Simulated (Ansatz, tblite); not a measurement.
TO(Γ) frequency (cm⁻¹) of solids drawn from the class of tetrahedrally bonded semiconductors and semimetals, at two levels: GFN1-xTB tight binding with its D3(BJ) term, in tblite, supercell at the zone centre, Fermi filling at 1000 K (free energies), no spin polarisation (tblite), and r²SCAN (Ansatz, an electronic-structure program, PAW).

| solid | GFN1-xTB | r²SCAN | shift (%) |
|---|---|---|---|
| zinc-blende BP | 810 | 818 | +1.0 |
| zinc-blende GaN (metastable phase) | 412 | 546 | +33 |
| 3C-SiC | 688 | 798 | +16.0 |
| cubic BN | 1010 | 1044 | +3.4 |
| zinc-blende CdTe | 133 | 136 | +2.3 |
| zinc-blende CdS (metastable phase) | 175 | 228 | +30 |
| zinc-blende ZnS | 187 | 273 | +46 |
| zinc-blende AlN (metastable phase) | 449 | 663 | +48 |
| zinc-blende ZnSe | 135 | 204 | +51 |
| zinc-blende CdSe | 125 | 163 | +30 |

The shifts run from +1.0 % to +51 %, with a median of +30 %.

Over all 10 rows r²SCAN is the larger in 10.

Ansatz's runs of these crystals have no spin polarisation.

Spin–orbit coupling is left out, also for the solids with elements from indium on (zinc-blende CdTe); its size isn't shown.

Each level is taken at its own relaxed cell. Caveats: the method was fitted mainly to molecules (GFN1-xTB: zinc-blende BP, zinc-blende GaN, 3C-SiC, cubic BN, zinc-blende CdTe, zinc-blende CdS and 4 more); the run uses a supercell at the zone centre in place of a k mesh (GFN1-xTB: zinc-blende BP, zinc-blende GaN, 3C-SiC, cubic BN, zinc-blende CdTe, zinc-blende CdS and 4 more). Ansatz's density-functional and Hartree–Fock values are scalar-relativistic unless marked +SOC, with PAW data made under PBE.
